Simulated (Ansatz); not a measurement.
As (grey arsenic (A7)): energy against volume

Theory: DFT, PBE, plane waves (420 eV) with PAW, scalar-relativistic in Ansatz 0.2.0.

The cell is scaled uniformly from the relaxed one, with fractional coordinates and shape fixed. Energies are extrapolated to zero smearing, pressures are those at the given smearing. Because the bonds are stretched with the cell, B₀ of this curve lies above the true bulk modulus of such a structure. Magnetic state: spin not included.

A Birch-Murnaghan fit gives V₀ = 22.67 Å³/atom, B₀ = 68 GPa, B₀′ = 4.2.

(1) What are the energy above the minimum and the pressure at 19.929 Å³/atom?

(2) What are the energy above the minimum and the pressure at 20.835 Å³/atom?

(3) What are the energy above the minimum and the pressure at 25.364 Å³/atom?

Answers

(1) 87.8 meV/atom and 11.38 GPa as computed.

(2) 36.5 meV/atom and 6.81 GPa as computed.

(3) 55.5 meV/atom and -6.00 GPa as computed.
